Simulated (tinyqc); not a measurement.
Worked calculation (part 1 of 2): CIS and TDHF on RHF in the sto-6g basis, for BH2+, spin multiplicity 1. Computed by tinyqc, a small Python program that keeps every step (integrals from PySCF). Settings: charge = 1, multiplicity = 1, basis = sto-6g, method = RHF, energy threshold = 1e-10, iteration cap = 65, orthogonalisation = canonical, start = core, DIIS depth = 6, TDHF = 1. Command: `OMP_NUM_THREADS=1 python tinyqc.py 25241 25242 out.jsonl` (the two numbers bound the seeds that draw the settings). One thread of a shared host (Intel(R) Xeon(R) Processor @ 2.60GHz), about 0.1 s of CPU time with the checks. The early iterations of the SCF are left out here.

## One-electron integrals

Geometry (angstrom):
```
atom         x          y         z
B     0.000000   0.000000  0.000000
H     0.000000   1.139000  0.590000
H     0.000000  -1.139000  0.590000
```

Basis sto-6g: exponents (1/bohr^2) and contraction coefficients of normalised primitives:
```
element  l (shell)    exponent  coefficient
B            s (1)  506.011147     0.009164
B            s (1)   92.776814     0.049362
B            s (1)   25.955658     0.168538
B            s (1)    8.916445     0.370563
B            s (1)    3.462507     0.416492
B            s (1)    1.426054     0.130334
B            s (2)   23.194575    -0.013253
B            s (2)    4.590810    -0.046992
B            s (2)    1.426819    -0.033785
B            s (2)    0.548948     0.250242
B            s (2)    0.238410     0.595117
B            s (2)    0.109280     0.240706
B            p (3)   23.194575     0.003760
B            p (3)    4.590810     0.037679
B            p (3)    1.426819     0.173897
B            p (3)    0.548948     0.418036
B            p (3)    0.238410     0.425859
B            p (3)    0.109280     0.101708
H            s (1)   35.523221     0.009164
H            s (1)    6.513144     0.049361
H            s (1)    1.822143     0.168538
H            s (1)    0.625955     0.370563
H            s (1)    0.243077     0.416492
H            s (1)    0.100112     0.130334
```

Overlap, kinetic and nuclear-attraction integrals over the contracted functions; the nuclear repulsion is the sum of Za Zb / Rab.

nuclear repulsion = 4.35766628 hartree

overlap S, lower triangle:
```
           1B 1s     1B 2s    1B 2px     1B 2py    1B 2pz     2H 1s     3H 1s
1B 1s   1.000000
1B 2s   0.264891  1.000000
1B 2px  0.000000  0.000000  1.000000
1B 2py  0.000000  0.000000  0.000000   1.000000
1B 2pz  0.000000  0.000000  0.000000   0.000000  1.000000
2H 1s   0.056059  0.429500  0.000000   0.404699  0.209633  1.000000
3H 1s   0.056059  0.429500  0.000000  -0.404699  0.209633  0.076090  1.000000
```

kinetic energy T (hartree), lower triangle:
```
            1B 1s     1B 2s    1B 2px     1B 2py    1B 2pz      2H 1s     3H 1s
1B 1s   10.947243
1B 2s   -0.333880  0.374498
1B 2px   0.000000  0.000000  1.125026
1B 2py   0.000000  0.000000  0.000000   1.125026
1B 2pz   0.000000  0.000000  0.000000   0.000000  1.125026
2H 1s   -0.011535  0.066598  0.000000   0.167244  0.086632   0.768522
3H 1s   -0.011535  0.066598  0.000000  -0.167244  0.086632  -0.011718  0.768522
```

nuclear attraction V (hartree), lower triangle:
```
             1B 1s      1B 2s     1B 2px     1B 2py     1B 2pz      2H 1s      3H 1s
1B 1s   -24.216794
1B 2s    -2.962743  -4.554755
1B 2px    0.000000   0.000000  -4.484166
1B 2py    0.000000   0.000000   0.000000  -4.650751
1B 2pz   -0.015466  -0.133660   0.000000   0.000000  -4.528864
2H 1s    -0.692355  -1.696853   0.000000  -1.513818  -0.807154  -3.514254
3H 1s    -0.692355  -1.696853   0.000000   1.513818  -0.807154  -0.290970  -3.514254
```

core Hamiltonian H = T + V (hartree), lower triangle:
```
             1B 1s      1B 2s     1B 2px     1B 2py     1B 2pz      2H 1s      3H 1s
1B 1s   -13.269551
1B 2s    -3.296624  -4.180257
1B 2px    0.000000   0.000000  -3.359139
1B 2py    0.000000   0.000000   0.000000  -3.525725
1B 2pz   -0.015466  -0.133660   0.000000   0.000000  -3.403838
2H 1s    -0.703890  -1.630255   0.000000  -1.346574  -0.720522  -2.745732
3H 1s    -0.703890  -1.630255   0.000000   1.346574  -0.720522  -0.302688  -2.745732
```

## Two-electron integrals

Functions are numbered as in S; the eight-fold symmetry (ij|kl) = (ji|kl) = (kl|ij) leaves the list below.

Two-electron integrals (ij|kl) in chemists' order, unique and non-zero (hartree):
```
(11|11) 2.924993    (21|11) 0.480756    (21|21) 0.099484    (22|11) 0.743449
(22|21) 0.188967    (22|22) 0.544922    (31|31) 0.021096    (32|31) 0.030854
(32|32) 0.120443    (33|11) 0.743450    (33|21) 0.188967    (33|22) 0.544922
(33|33) 0.587109    (41|41) 0.021096    (42|41) 0.030854    (42|42) 0.120443
(43|43) 0.031641    (44|11) 0.743450    (44|21) 0.188967    (44|22) 0.544922
(44|33) 0.523827    (44|44) 0.587109    (51|51) 0.021096    (52|51) 0.030854
(52|52) 0.120443    (53|53) 0.031641    (54|54) 0.031641    (55|11) 0.743450
(55|21) 0.188967    (55|22) 0.544922    (55|33) 0.523827    (55|44) 0.523827
(55|55) 0.587109    (61|11) 0.105499    (61|21) 0.021143    (61|22) 0.039802
(61|33) 0.039585    (61|41) 0.001475    (61|42) 0.002808    (61|44) 0.040099
(61|51) 0.000764    (61|52) 0.001455    (61|54) 0.000266    (61|55) 0.039723
(61|61) 0.004662    (62|11) 0.248554    (62|21) 0.064228    (62|22) 0.203277
(62|33) 0.197547    (62|41) 0.006675    (62|42) 0.039057    (62|44) 0.211100
(62|51) 0.003458    (62|52) 0.020232    (62|54) 0.007020    (62|55) 0.201184
(62|61) 0.014487    (62|62) 0.104540    (63|31) 0.006783    (63|32) 0.030684
(63|43) 0.007337    (63|53) 0.003800    (63|63) 0.011561    (64|11) 0.207184
(64|21) 0.054303    (64|22) 0.180976    (64|33) 0.171457    (64|41) 0.011604
(64|42) 0.062303    (64|44) 0.197078    (64|51) 0.002497    (64|52) 0.016379
(64|54) 0.009471    (64|55) 0.174394    (64|61) 0.012885    (64|62) 0.108922
(64|64) 0.122683    (65|11) 0.107321    (65|21) 0.028129    (65|22) 0.093746
(65|33) 0.088815    (65|41) 0.002497    (65|42) 0.016379    (65|44) 0.094485
(65|51) 0.008076    (65|52) 0.039168    (65|54) 0.010274    (65|55) 0.097937
(65|61) 0.006675    (65|62) 0.056421    (65|64) 0.057561    (65|65) 0.041377
(66|11) 0.408028    (66|21) 0.107670    (66|22) 0.384251    (66|33) 0.361556
(66|41) 0.013635    (66|42) 0.105053    (66|44) 0.415237    (66|51) 0.007063
(66|52) 0.054417    (66|54) 0.027807    (66|55) 0.375960    (66|61) 0.024887
(66|62) 0.252441    (66|64) 0.286012    (66|65) 0.148154    (66|66) 0.774999
(71|11) 0.105499    (71|21) 0.021143    (71|22) 0.039802    (71|33) 0.039585
(71|41) -0.001475   (71|42) -0.002808   (71|44) 0.040099    (71|51) 0.000764
(71|52) 0.001455    (71|54) -0.000266   (71|55) 0.039723    (71|61) 0.004434
(71|62) 0.013068    (71|64) 0.010502    (71|65) 0.006033    (71|66) 0.021733
(71|71) 0.004662    (72|11) 0.248554    (72|21) 0.064228    (72|22) 0.203277
(72|33) 0.197547    (72|41) -0.006675   (72|42) -0.039057   (72|44) 0.211100
(72|51) 0.003458    (72|52) 0.020232    (72|54) -0.007020   (72|55) 0.201184
(72|61) 0.013068    (72|62) 0.067913    (72|64) 0.052705    (72|65) 0.035787
(72|66) 0.124528    (72|71) 0.014487    (72|72) 0.104540    (73|31) 0.006783
(73|32) 0.030684    (73|43) -0.007337   (73|53) 0.003800    (73|63) 0.006751
(73|73) 0.011561    (74|11) -0.207184   (74|21) -0.054303   (74|22) -0.180976
(74|33) -0.171457   (74|41) 0.011604    (74|42) 0.062303    (74|44) -0.197078
(74|51) -0.002497   (74|52) -0.016379   (74|54) 0.009471    (74|55) -0.174394
(74|61) -0.010502   (74|62) -0.052705   (74|64) -0.035587   (74|65) -0.027285
(74|66) -0.092176   (74|71) -0.012885   (74|72) -0.108922   (74|74) 0.122683
(75|11) 0.107321    (75|21) 0.028129    (75|22) 0.093746    (75|33) 0.088815
(75|41) -0.002497   (75|42) -0.016379   (75|44) 0.094485    (75|51) 0.008076
(75|52) 0.039168    (75|54) -0.010274   (75|55) 0.097937    (75|61) 0.006033
(75|62) 0.035787    (75|64) 0.027285    (75|65) 0.025186    (75|66) 0.068498
(75|71) 0.006675    (75|72) 0.056421    (75|74) -0.057561   (75|75) 0.041377
(76|11) 0.042676    (76|21) 0.011005    (76|22) 0.035094    (76|33) 0.034141
(76|44) 0.035413    (76|51) 0.001011    (76|52) 0.005909    (76|55) 0.035729
(76|61) 0.002379    (76|62) 0.015158    (76|64) 0.013852    (76|65) 0.008908
(76|66) 0.032894    (76|71) 0.002379    (76|72) 0.015158    (76|74) -0.013852
(76|75) 0.008908    (76|76) 0.002780    (77|11) 0.408028    (77|21) 0.107670
(77|22) 0.384251    (77|33) 0.361556    (77|41) -0.013635   (77|42) -0.105053
(77|44) 0.415237    (77|51) 0.007063    (77|52) 0.054417    (77|54) -0.027807
(77|55) 0.375960    (77|61) 0.021733    (77|62) 0.124528    (77|64) 0.092176
(77|65) 0.068498    (77|66) 0.232004    (77|71) 0.024887    (77|72) 0.252441
(77|74) -0.286012   (77|75) 0.148154    (77|76) 0.032894    (77|77) 0.774999
```

## Orthogonalisation

S = U s U^T; canonical form X = U s^(-1/2), so that X^T S X = 1. Each column of U has its largest component positive (the first on a tie).

eigenvalues of S: 0.337904  0.388361  0.867846  1.000000  1.090366  1.535549  1.779974

X:
```
                1          2          3         4          5          6         7
1B 1s   -0.329780   0.000000   0.779613  0.000000  -0.571812   0.000000  0.211020
1B 2s    1.159519   0.000000  -0.307196  0.000000  -0.258206   0.000000  0.468746
1B 2px   0.000000   0.000000   0.000000  1.000000   0.000000   0.000000  0.000000
1B 2py   0.000000   1.096389   0.000000  0.000000   0.000000   0.589248  0.000000
1B 2pz   0.501548   0.000000   0.612779  0.000000   0.692085   0.000000  0.193809
2H 1s   -0.792033  -0.828510  -0.193150  0.000000   0.149167   0.389884  0.360549
3H 1s   -0.792033   0.828510  -0.193150  0.000000   0.149167  -0.389884  0.360549
```

## Iteration 8 (converged): orbitals

converged F (hartree), lower triangle:
```
            1B 1s      1B 2s     1B 2px     1B 2py     1B 2pz      2H 1s      3H 1s
1B 1s   -8.040568
1B 2s   -2.237360  -1.385702
1B 2px   0.000000   0.000000  -0.170196
1B 2py   0.000000   0.000000   0.000000  -0.620656
1B 2pz   0.008922  -0.112106   0.000000   0.000000  -0.226534
2H 1s   -0.478317  -0.670514   0.000000  -0.486631  -0.208361  -0.662032
3H 1s   -0.478317  -0.670514   0.000000   0.486631  -0.208361  -0.127316  -0.662032
```

Diagonalise F' = X^T F X, C = X C', fill 3 alpha and 3 beta electrons from the bottom; D = 2 C_occ C_occ^T. Each column has its largest component positive (the first on a tie).

F' = X^T F X (hartree), lower triangle:
```
           1         2          3          4          5          6          7
1   0.087377
2   0.000000  0.288002
3   0.686254  0.000000  -3.811748
4   0.000000  0.000000   0.000000  -0.170196
5  -0.475737  0.000000   3.319833   0.000000  -3.312248
6   0.000000  0.003589   0.000000   0.000000   0.000000  -0.825256
7   0.181914  0.000000  -1.772258   0.000000   1.795942   0.000000  -1.995593
```

orbital energies (hartree): MO1 -8.042396, MO2 -0.969949, MO3 -0.825267, MO4 -0.239299, MO5 -0.170196, MO6 0.219433, MO7 0.288014

coefficients C:
```
              MO1        MO2        MO3        MO4       MO5        MO6        MO7
1B 1s    0.995287  -0.225733   0.000000   0.125229  0.000000  -0.175542   0.000000
1B 2s    0.018679   0.677173   0.000000  -0.544045  0.000000   0.985063   0.000000
1B 2px   0.000000   0.000000   0.000000   0.000000  1.000000   0.000000   0.000000
1B 2py   0.000000   0.000000   0.585711   0.000000  0.000000   0.000000   1.098283
1B 2pz   0.000341   0.108909   0.000000   0.814088  0.000000   0.684830   0.000000
2H 1s   -0.003199   0.301872   0.392553   0.229144  0.000000  -0.820503  -0.827249
3H 1s   -0.003199   0.301872  -0.392553   0.229144  0.000000  -0.820503   0.827249
```

D after iteration 8, lower triangle:
```
            1B 1s     1B 2s    1B 2px     1B 2py    1B 2pz      2H 1s     3H 1s
1B 1s    2.083105
1B 2s   -0.268538  0.917825
1B 2px   0.000000  0.000000  0.000000
1B 2py   0.000000  0.000000  0.000000   0.686115
1B 2pz  -0.048489  0.147514  0.000000   0.000000  0.023723
2H 1s   -0.142653  0.408720  0.000000   0.459845  0.065751   0.490469
3H 1s   -0.142653  0.408720  0.000000  -0.459845  0.065751  -0.125922  0.490469
```

## Convergence

Stop when the energy changes by less than 1e-10 hartree and every element of the error matrix X^T (F D S - S D F) X is below 3e-06.

Course of the cycle:
```
iteration   E (hartree)     change  largest element of the error matrix
1          -24.36596323          -                             7.64e-01
2          -25.36240940  -9.96e-01                             7.05e-02
3          -25.37503689  -1.26e-02                             2.28e-02
4          -25.37637238  -1.34e-03                             4.29e-03
5          -25.37642410  -5.17e-05                             5.74e-04
6          -25.37642450  -4.01e-07                             3.35e-05
7          -25.37642450  -2.51e-09                             1.22e-06
8          -25.37642450  -1.63e-12                             6.59e-08
```

PySCF RHF in the same basis = -25.37642450 hartree

Converged in 8 iterations.

## Integrals over molecular orbitals

(pq|rs) = sum C_ip C_jq C_kr C_ls (ij|kl), one index at a time.

one-electron integrals over orbitals h = C^T H C (hartree), lower triangle:
```
            1          2          3          4          5          6          7
1  -13.259532
2    0.289255  -3.436055
3    0.000000   0.000000  -3.200892
4   -0.181575   0.103142   0.000000  -3.262418
5    0.000000   0.000000   0.000000   0.000000  -3.359139
6    0.203774  -0.519992   0.000000  -0.251142   0.000000  -2.718120
7    0.000000   0.000000  -0.537513   0.000000   0.000000   0.000000  -2.702831
```

Two-electron integrals over orbitals (pq|rs), unique and non-zero (hartree):
```
(11|11) 2.903534    (21|11) -0.259815   (21|21) 0.037756    (22|11) 0.622164
(22|21) -0.008341   (22|22) 0.472829    (31|31) 0.009068    (32|31) 0.014721
(32|32) 0.141517    (33|11) 0.558049    (33|21) -0.003189   (33|22) 0.464111
(33|33) 0.481889    (41|11) 0.146958    (41|21) -0.018924   (41|22) 0.013369
(41|33) 0.006162    (41|41) 0.027370    (42|11) -0.077666   (42|21) 0.006894
(42|22) 0.021571    (42|33) 0.017239    (42|41) 0.012931    (42|42) 0.069279
(43|31) -0.002450   (43|32) 0.022782    (43|43) 0.030933    (44|11) 0.708358
(44|21) -0.012063   (44|22) 0.440398    (44|33) 0.426595    (44|41) -0.010820
(44|42) -0.072830   (44|44) 0.579897    (51|51) 0.021993    (52|51) 0.021712
(52|52) 0.074326    (53|53) 0.019085    (54|51) -0.011809   (54|52) -0.031912
(54|54) 0.042982    (55|11) 0.743132    (55|21) -0.009147   (55|22) 0.470744
(55|33) 0.438298    (55|41) 0.004765    (55|42) -0.037952   (55|44) 0.508219
(55|55) 0.587109    (61|11) -0.205683   (61|21) 0.032146    (61|22) -0.001695
(61|33) -0.000286   (61|41) -0.005963   (61|42) 0.014119    (61|44) -0.017546
(61|55) -0.005367   (61|61) 0.033251    (62|11) 0.204342    (62|21) -0.006980
(62|22) 0.050824    (62|33) 0.013169    (62|41) 0.013696    (62|42) -0.004265
(62|44) 0.059519    (62|55) 0.100803    (62|61) 0.000471    (62|62) 0.088772
(63|31) 0.001109    (63|32) -0.066291   (63|43) -0.025892   (63|63) 0.075449
(64|11) 0.081764    (64|21) 0.000642    (64|22) 0.023180    (64|33) 0.002567
(64|41) 0.004462    (64|42) -0.002415   (64|44) 0.041833    (64|55) 0.039682
(64|61) 0.003719    (64|62) 0.047086    (64|64) 0.032342    (65|51) 0.016560
(65|52) 0.050775    (65|54) -0.012082   (65|65) 0.042511    (66|11) 0.616410
(66|21) -0.007264   (66|22) 0.479845    (66|33) 0.471258    (66|41) 0.022113
(66|42) 0.055093    (66|44) 0.410803    (66|55) 0.449296    (66|61) 0.004728
(66|62) 0.035872    (66|64) 0.016847    (66|66) 0.530535    (71|31) 0.013764
(71|32) 0.019808    (71|43) -0.004165   (71|63) 0.001852    (71|71) 0.021017
(72|31) 0.007659    (72|32) -0.017247   (72|43) -0.031993   (72|63) 0.051332
(72|71) 0.011130    (72|72) 0.054416    (73|11) 0.218632    (73|21) -0.006075
(73|22) 0.036771    (73|33) 0.023225    (73|41) -0.000934   (73|42) -0.053637
(73|44) 0.102044    (73|55) 0.106008    (73|61) -0.006491   (73|62) 0.070898
(73|64) 0.037479    (73|66) -0.007330   (73|73) 0.109516    (74|31) -0.008811
(74|32) -0.069639   (74|43) 0.004943    (74|63) 0.038864    (74|71) -0.012713
(74|72) 0.003999    (74|74) 0.055207    (75|53) 0.016447    (75|75) 0.018085
(76|31) 0.009822    (76|32) 0.116550    (76|43) 0.035682    (76|63) -0.079326
(76|71) 0.013215    (76|72) -0.043200   (76|74) -0.056354   (76|76) 0.124059
(77|11) 0.643559    (77|21) -0.008398   (77|22) 0.463303    (77|33) 0.481034
(77|41) 0.004064    (77|42) -0.000332   (77|44) 0.458593    (77|55) 0.456868
(77|61) -0.006439   (77|62) 0.012946    (77|64) 0.000904    (77|66) 0.479107
(77|73) 0.033460    (77|77) 0.507525
```

## CIS matrix, singlets

A(ia,jb) = (e_a - e_i) d_ij d_ab + 2 (ia|jb) - (ij|ab).

CIS matrix A, singlet (hartree), lower triangle:
```
           1>4       1>5        1>6        1>7        2>4       2>5       2>6        2>7
1>4   7.149480
1>5   0.000000  7.173055
1>6  -0.093690  0.000000   7.711922
1>7   0.000000  0.000000   0.000000   7.728884
2>4   0.037925  0.000000   0.027597   0.000000   0.428811
2>5   0.000000  0.052570   0.000000   0.000000   0.000000  0.477662
2>6   0.026750  0.000000   0.008207   0.000000  -0.031711  0.000000  0.887080
2>7   0.000000  0.000000   0.000000   0.030657   0.000000  0.000000  0.000000   0.903492
3>4   0.000000  0.000000   0.000000   0.000482   0.000000  0.000000  0.000000   0.005653
3>5   0.000000  0.000000   0.000000   0.000000   0.000000  0.000000  0.000000   0.000000
3>6   0.000000  0.000000   0.000000  -0.006119   0.000000  0.000000  0.000000  -0.013885
3>7   0.006942  0.000000  -0.022804   0.000000  -0.037635  0.000000  0.025247   0.000000

           3>4       3>5       3>6       3>7
3>4   0.221239
3>5   0.000000  0.254942
3>6  -0.054351  0.000000  0.724340
3>7   0.000000  0.000000  0.000000  0.851280
```

## CIS singlet states

dipole integrals <i|r|a> (bohr):
```
            x          y          z
1>4  0.000000   0.000000   0.096286
1>5  0.114247   0.000000   0.000000
1>6  0.000000   0.000000   0.064929
1>7  0.000000   0.099529   0.000000
2>4  0.000000   0.000000   0.860486
2>5  0.823181   0.000000   0.000000
2>6  0.000000   0.000000  -0.096763
2>7  0.000000  -0.488575   0.000000
3>4  0.000000   0.234366   0.000000
3>5  0.000000   0.000000   0.000000
3>6  0.000000  -1.067292   0.000000
3>7  0.000000   0.000000  -0.695348
```

Diagonalise A (1 hartree = 27.211386 eV); each vector has its largest component positive (the first on a tie). The transition dipole is mu = sqrt2 sum c_ia <i|r|a>.

singlet excitation energies (eV): 5.861581  6.937323  11.518086  12.986608  19.835838  22.828435  24.610810  24.614446  194.144212  195.199993  210.269537  210.317542

lowest vectors:
```
       state 1   state 2    state 3    state 4    state 5    state 6
1>4   0.000000  0.000000  -0.005998   0.000000   0.000000   0.001410
1>5   0.000000  0.000000   0.000000  -0.007851   0.000000   0.000000
1>6   0.000000  0.000000  -0.003653   0.000000   0.000000   0.003664
1>7   0.000047  0.000000   0.000000   0.000000   0.000514   0.000000
2>4   0.000000  0.000000   0.994429   0.000000   0.000000  -0.042068
2>5   0.000000  0.000000   0.000000   0.999969   0.000000   0.000000
2>6   0.000000  0.000000   0.063853   0.000000   0.000000  -0.486639
2>7  -0.006031  0.000000   0.000000   0.000000   0.082158   0.000000
3>4   0.994345  0.000000   0.000000   0.000000  -0.105176   0.000000
3>5   0.000000  1.000000   0.000000   0.000000   0.000000   0.000000
3>6   0.106026  0.000000   0.000000   0.000000   0.991054   0.000000
3>7   0.000000  0.000000   0.083578   0.000000   0.000000   0.872581
```

oscillator strengths 2/3 w |mu|^2: 0.004333  0.000000  0.352746  0.430230  1.224610  0.396648
